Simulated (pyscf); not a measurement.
H₃C–B=NH + H₂ -> HB=NH + CH₄, a four-centre exchange (singlet surface; B–C, H–H broken, B–H, C–H formed). Structures and frequencies: ωB97X-D3(BJ)/def2-SVP in PySCF. Energies in kcal/mol from the separated reactants.

Small-basis levels: PySCF, no dispersion term, spherical d functions. AM1 to PM7: differences of heats of formation from MOPAC, which are fitted to 298 K values and so differ in kind from electronic energies by zero-point and thermal terms. Cost: rough CPU time at the saddle relative to B3LYP/6-31G*, from one job on a shared machine.

| level | barrier | reaction energy | cost |
|---|---|---|---|
| SVWN5/6-31G* | 46.3 | -2.1 | 0.7 |
| BP86/6-31G* | 58.3 | -3.9 | 1 |
| PBE/6-31G* | 55.8 | -3.5 | 1 |
| B3LYP/6-31G* | ? | -5.5 | 1 |
| B3LYP/6-311+G** | 64.0 | -4.6 | 2 |
| PBE/def2-SVP | 52.1 | -2.6 | 2 |
| B3LYP/def2-SVP | ? | -4.4 | 1 |
| PM3 | 70.8 | +15.2 | under 0.02 |
| PM6 | 76.1 | +25.1 | under 0.02 |
| ωB97M-D3(BJ)/def2-TZVP | ? | -3.5 | – |

Question: Complete the blanks.

Answer: 
- B3LYP/6-31G*, barrier: 66.1
- B3LYP/def2-SVP, barrier: 62.2
- ωB97M-D3(BJ)/def2-TZVP, barrier: 63.5

Against the last row the barrier runs from -17.2 (SVWN5/6-31G*) to +12.6 kcal/mol (PM6). ωB97M-D3(BJ)/def2-TZVP has limits of its own. At the saddle there is also a short B–H contact that neither side keeps. One saddle was located; it need not be the lowest between these sides.
